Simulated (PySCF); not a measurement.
Gas-phase reaction: 2 SiH2 + HCl ⇌ SiHCl + SiH4

Energies from PySCF (xtb for GFN2), thermal terms from the rigid-rotor harmonic-oscillator model, ideal gas at 1 bar. † marks an energy on the PBE0/def2-TZVP geometry and frequencies; other levels use their own. CCSD(T) freezes the core. 6-31G* has spherical d functions here. All species are closed-shell singlets. B3LYP is the form with VWN-RPA correlation. SiHCl: computed as isolated molecules; such fragments, hydroxides, amides, oligomers or adducts are transient or little studied in the gas. CCSD(T) isn't extrapolated to the basis-set limit; its ΔH°(298 K) is -333.0 kJ in def2-SVP and -344.9 kJ in def2-TZVPP. The harmonic model lacks anharmonicity and excited electronic states, which grow with temperature; levels with a mode under 35 cm⁻¹ are left out.

| level | ΔE electronic, kJ | ΔH°(298 K), kJ | ΔS°(298 K), J/K | ΔG°(2000 K), kJ |
|---|---|---|---|---|
| B3LYP/6-31G* | -371 | -356 | -145 | -65 |
| CCSD(T)/def2-TZVPP† | -360 | -345 | -146 | -53 |
| GFN2-xTB | -387 | -371 | -142 | -92 |
| HF/6-31G* | -357 | -341 | -146 | -46 |
| M06-2X/def2-TZVP† | -376 | -361 | -146 | -70 |
| PBE0/def2-TZVP | -384 | -369 | -146 | -77 |
| ωB97X-V/def2-TZVP† | -384 | -369 | -146 | -78 |
ΔH° is lowest at GFN2-xTB and highest at HF/6-31G*. No reference value is set beside these.
